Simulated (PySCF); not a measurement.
**SiCl+: bond curves at several levels of theory**

An exercise on one series of results from a longer session: the logs are not shown, and one member is left open.

Program: PySCF 2.14.0. Level of theory: Si pcseg-1, Cl pcseg-1, no relativity. These are calculated values, not measurements.

The first run:

Settings of the job:

* atoms: Si, Cl
* charge: 1
* basis: Si pcseg-1, Cl pcseg-1
* Hamiltonian: no relativity
* basis functions: 36
* electrons treated: 30
* masses in u: 27.9769, 34.9689
* levels: PBE0, PBE, r²SCAN, BP86, B2PLYP, TPSS, ωB97X, HF, MP2, SCS-MP2, CCSD, CCSD(T)
* grid: 80 radial by 434 angular points
* occupations: held fixed by the projection of orbital angular momentum
* dissociation limit: Si+ + Cl, each in its ground configuration
* starting distance in angstrom: 2.185
* values of 2S to try: 0, 2

Launch:

```sh
OMP_NUM_THREADS=1 python dia.py task.json out
```

Steps of the session up to this table: Set-up; First curve: PBE0; Higher solutions at PBE0; PBE (GGA); r²SCAN; BP86; B2PLYP (double hybrid); TPSS; ωB97X; RHF (mean field); Adding correlation.

One table of the session follows, with a row left open; its other results are not shown here.

Energy (eV) from each level's lowest point:

| R (Å) | RHF | RHF-MP2 | RHF-SCS-MP2 | RHF-CCSD | RHF-CCSD(T) |
| --- | --- | --- | --- | --- | --- |
| 1.695 | 1.390 | 1.473 | 1.479 | n/a | n/a |
| 1.774 | 0.581 | 0.635 | 0.640 | 0.637 | 0.664 |
| 1.853 | 0.156 | 0.185 | 0.189 | 0.187 | 0.204 |
| 1.912 | 0.020 | 0.034 | 0.036 | 0.035 | 0.044 |
| 1.971 | 0.000 | 0.000 | 0.000 | 0.000 | 0.000 |
| 2.030 | 0.068 | 0.056 | 0.053 | 0.054 | 0.045 |
| 2.109 | ? | ? | ? | ? | ? |
| 2.208 | 0.602 | 0.562 | 0.549 | 0.551 | 0.512 |
| 2.326 | 1.107 | 1.051 | 1.029 | 1.029 | 0.968 |
| 2.483 | 1.842 | 1.765 | 1.727 | n/a | n/a |

Estimate the missing values for R (Å) = 2.109.

Worked estimate for «RHF». A straight line through the neighbours (2.030, 0.068) and (2.208, 0.602) gives 0.068 + (0.602 − 0.068) × (2.109 − 2.030) / (2.208 − 2.030) = 0.305; a parabola fitted to 4 rows on both sides gives 0.269.

As computed: RHF: 0.258; RHF-MP2: 0.232; RHF-SCS-MP2: 0.226; RHF-CCSD: 0.227; RHF-CCSD(T): 0.205. In «RHF» the line misses by +0.047 and the parabola by +0.011.
